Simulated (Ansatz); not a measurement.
in.yaml

```yaml
crystal:
  periodic: [false, false, false]
  atoms:
    - {symbol: Cl, position_ang: [0.000000, 0.000000, -1.266667]}
    - {symbol: H, position_ang: [0.000000, 0.000000, 0.219333]}
    - {symbol: H, position_ang: [0.000000, 0.000000, 1.047333]}
basis:
  gaussian: {orbitals: pcseg-2}
magnetization: {spin_polarized: true, initial_magnetization: 1}
correlation: {method: ccsd, electrons: outside_noble_gas}
scf: {omitted_lower_state_checks: [cluster_reference]}
```

```sh
$ ansatz run in.yaml --threads 1 --pin off --events-out ev --progress --plain --max-ram 2393MiB
```

Output:

```
these checks for a lower state are left out or cut short: cluster_reference
368 factors; integrals over basis functions are off by at most 1.3e-3 eV
mean field evaluation 1: about -12532.2588 eV, gradient 8.0e0 eV
mean field evaluation 2: about -12532.2596 eV, gradient 7.9e0 eV
mean field evaluation 4: about -12532.9128 eV, gradient 1.5e0 eV
mean field evaluation 8: about -12532.9427 eV, gradient 5.8e-4 eV
mean field -12532.94271678 eV, -460.5771497081 hartree, gradient 3.3e-6 eV, S^2 0.785504; 0 other end points of the search recorded, 0 dependent functions left out
5 core orbitals not correlated: weight in the atoms' cores, before any rotation towards them, 1.000 or more for the frozen orbitals, at most 0.000 for the correlated occupied ones
reference -12532.94271678 eV, -460.5771497081 hartree; 5, 4 occupied and 52, 53 virtual orbitals, 368 factors
second order -5.41248487 eV of doubles, -0.00000000 eV of singles
cycle   1  -5.94251071 eV  change   -5.3e-1 eV  update   5.0e-2
cycle   2  -6.13819530 eV  change   -2.0e-1 eV  update   1.9e-2
cycle   3  -6.15895484 eV  change   -2.1e-2 eV  update   6.7e-3
cycle   4  -6.15721500 eV  change    1.7e-3 eV  update   2.0e-3
cycle   5  -6.15723857 eV  change   -2.4e-5 eV  update   5.1e-4
cycle   6  -6.15734167 eV  change   -1.0e-4 eV  update   1.3e-4
cycle   7  -6.15735468 eV  change   -1.3e-5 eV  update   4.3e-5
cycle   8  -6.15735160 eV  change    3.1e-6 eV  update   1.9e-5
cycle   9  -6.15734448 eV  change    7.1e-6 eV  update   8.6e-6
Total energy: -12539.10006126 eV, -460.8034279440 hartree
Checks for a lower state left out: cluster_reference
```

Ran on 1 thread of Arm Neoverse V2, shared host: 0.72 s wall, 0.15 GiB peak host memory.
